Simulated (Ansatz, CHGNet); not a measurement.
For wurtzite CdSe, the machine-learned potential CHGNet-r²SCAN (trained on r²SCAN data) gives:

| Quantity | Result |
|---|---|
| lattice parameter a | 4.328 Å |
| lattice parameter c | 7.131 Å |
| enthalpy of formation | -0.736 eV/atom |

Task: What does r²SCAN+rVV10 in Ansatz (PAW) give for the same quantities?

Result: 
- lattice constant a: 4.316 Å (drops by 0.3 %)
- lattice parameter c: 7.044 Å (decreases by 1.2 %)
- formation enthalpy: -0.726 eV/atom (moves by +0.010 eV/atom)

For comparison: lattice constant a 4.298 Å (measured, temperature not stated, not corrected to a static lattice; as tabulated in PVEducation, CdSe (wurtzite), citing its ref. 1); lattice parameter c 7.015 Å (measured, temperature not stated, not corrected to a static lattice; as tabulated in PVEducation, CdSe (wurtzite), citing its ref. 1); formation enthalpy -0.75 eV/atom (measured, 298 K, no zero-point or thermal correction; as tabulated in Zhang et al. (2018), doi:10.1038/s41524-018-0065-z).

Changes are worked out from the printed values.

Unless a cell is named, each level is at its own relaxed cell (CHGNet-r²SCAN 28.92, r²SCAN+rVV10 28.41 Å³/atom).

Ansatz's density-functional and Hartree–Fock values are scalar-relativistic unless marked +SOC, with PAW data made under PBE.

Ansatz is a quantum-chemistry and plane-wave program.
